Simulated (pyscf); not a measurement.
H₃C–CH=CH–OH (SMILES CC=CO) → HC≡CH (SMILES C#C) + H₃C–OH (SMILES CO), an elimination (singlet surface; C–C, C–O broken, C–O formed). PySCF, gas phase, ωB97X-D3(BJ)/def2-SVP geometries. MP2 and CC: frozen core, UHF for open shells. ΔMP2 is the change of the MP2 total energy from the triple- to the quadruple-zeta basis. Energies in kcal/mol from the reactant's lowest minimum found.

Small-basis levels: PySCF, no dispersion term, spherical d functions. 

Q: Quick HF/6-31G* single points give ΔE‡ = 141.5 kcal/mol and ΔE = +46.6 kcal/mol. What does CCSD(T)/def2-TZVPP + ΔMP2(QZVPP) give, and how far is the quick result from it?

A: CCSD(T)/def2-TZVPP + ΔMP2(QZVPP) gives ΔE‡ = 119.1 kcal/mol and ΔE = +45.3 kcal/mol. HF/6-31G* lies 22.4 kcal/mol over it in the barrier and 1.2 kcal/mol over it in the reaction energy, so on this step it does not hold to within 3.0 kcal/mol. CCSD(T)/def2-TZVPP + ΔMP2(QZVPP) has limits of its own. The same reactants have a lower exit, to HC≡C–CH₃ + H₂O (barrier +82.1 kcal/mol at ωB97M-D3(BJ), against +120.6 kcal/mol here). One saddle was located; it need not be the lowest between these sides. The CCSD(T) − MP2 part came from Ansatz, without density fitting, on the same reference. The largest closed-shell T1 diagnostic is 0.033, which may signal static correlation.
